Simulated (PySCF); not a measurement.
AlF₂: from structure and modes to constants

Level of theory: UPBE/[Al def2-TZVP, F def2-TZVP], no relativity, density fitting, PySCF.

The doublet minimum has C2v symmetry. Masses (u): Al 26.98154, F 18.99840.

```xyz
3
charge 0 multiplicity 2, angstrom
Al   -0.0567   -0.4793    0.0000
F     0.0402    0.3399    1.4483
F     0.0402    0.3399   -1.4483
```

Harmonic wavenumbers (cm⁻¹): 213.2 (a1, ×1), 713.9 (a1, ×1), 862.2 (b2, ×1).

(1) What is the harmonic zero-point energy?

(2) Find the vibrational entropy and heat capacity at 298.15 K.

Results:

(1) Half the sum of all 3 wavenumbers, 1789/2 = 895 cm⁻¹, which is 10.7 kJ/mol (1 cm⁻¹ = 0.0119627 kJ/mol).

(2) With u = 1.43878 ω/T, each mode gives S = R[u/(eᵘ−1) − ln(1−e⁻ᵘ)] and C = R u² eᵘ/(eᵘ−1)².
| ω (cm⁻¹) | u | S (J/(mol K)) | C (J/(mol K)) |
| --- | --- | --- | --- |
| 213.2 | 1.029 | 8.44 | 7.62 |
| 713.9 | 3.445 | 1.21 | 3.36 |
| 862.2 | 4.161 | 0.68 | 2.32 |
The sums over all modes are S = 10.3 and C = 13.3 J/(mol K); the softest mode gives 82 % of the entropy.

Only a few start shapes were tried, so a lower isomer may exist.
